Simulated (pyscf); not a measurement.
This saddle point was located with ωB97X-D3(BJ)/def2-SVP in PySCF.

```
Ga
H 1 1.5837
H 1 1.6684 2 144.93
Cl 3 1.6411 1 101.26 2 0.02
```

Surface: singlet, charge 0. Lowest wavenumbers (cm⁻¹): 1144i, 256, 551, 575, 1560.

Q: Which two sides does it connect, and which bonds change?

A: `[Cl][GaH2]` ⇌ `[ClH]` + `[GaH]` [singlet], a 1,1-elimination read from left to right: Cl–Ga, Ga–H broken and Cl–H formed. At CCSD(T)/def2-TZVPP + ΔMP2(QZVPP) it lies +58.3 kcal/mol from the left side and +10.8 kcal/mol from the right (each side as separated species at their lowest minima found). On the product side the descent ends in a complex, 5.4 kcal/mol under the separated species and 15.0 kcal/mol under the saddle at ωB97X-D3(BJ)/def2-TZVP. At ωB97X-D3(BJ) the barrier from the zero used here is 62.3 kcal/mol. One saddle was located; it need not be the lowest between these sides. The CCSD(T) − MP2 part came from Ansatz, without density fitting, on the same reference. The frozen core leaves the outer d or s,p core shells of the metals and heavy elements correlated in the MP2 and CC values, and def2-TZVPP describes them poorly, which can shift differences by a few kcal/mol. Elements up to Kr have no core potential and no relativistic terms here.
